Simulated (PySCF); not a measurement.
Compound: C5H7S (charge -1).
Cartesian coordinates in Å at the GFN2-xTB level; atoms count from 1:
```xyz
13
C5H7S angstrom
C      2.1152    0.4709   -0.6381
C      1.0880    0.2051    0.1878
S      1.2387    0.1135    1.8950
C     -0.2657   -0.0243   -0.3927
C     -1.4910    0.4395    0.3425
C     -1.1969   -1.0219    0.2356
H      1.9846    0.5215   -1.7129
H      3.1098    0.6438   -0.2622
H     -0.2929    0.0495   -1.4791
H     -1.3232    0.9017    1.3044
H     -2.3183    0.8531   -0.2218
H     -0.8365   -1.5125    1.1280
H     -1.8163   -1.6394   -0.4043
```

The closed-shell SCF was solved with PySCF and density fitting under several settings on one GFN2-xTB geometry (grid level 2 and gas phase unless stated).

| settings | basis functions | SCF cycles | E (Eh) | HOMO (eV) | LUMO (eV) |
| --- | --- | --- | --- | --- | --- |
| PBE0/def2-SVP | 123 | 12 | -592.2789 | 0.35 | 5.80 |
| wB97X-D/pcSseg-1 | 144 | 14 | -592.8125 | -1.71 | 7.03 |

Q: Estimate the row for these settings: PBE0/6-311G**, IEF-PCM dichloromethane, grid level 3, damping 0.2 at the start, DIIS from the seventh cycle.

A: 
```tsv
settings	basis functions	SCF cycles	E (Eh)	HOMO (eV)	LUMO (eV)
PBE0/6-311G**, IEF-PCM dichloromethane, grid level 3, damping 0.2 at the start, DIIS from the seventh cycle	158	12	-592.6900	-4.40	1.49
```

Q: Over all rows, what range does the HOMO–LUMO gap span?

A: From 5.45 eV (PBE0/def2-SVP) to 8.74 eV (wB97X-D/pcSseg-1). The functional of the narrowest has 25 % exact exchange, that of the widest range-separated exact exchange.

wB97X-D ran without the empirical dispersion term, which would shift the total energy alone. Cycle counts include a coarse-grid stage where the run had one. All basis functions are spherical, in the Pople sets too. The HOMO energy is positive at PBE0/def2-SVP; such an orbital is held in place by the finite basis. One conformer (not necessarily the lowest) at the GFN2-xTB geometry, without vibrations or thermal averaging.
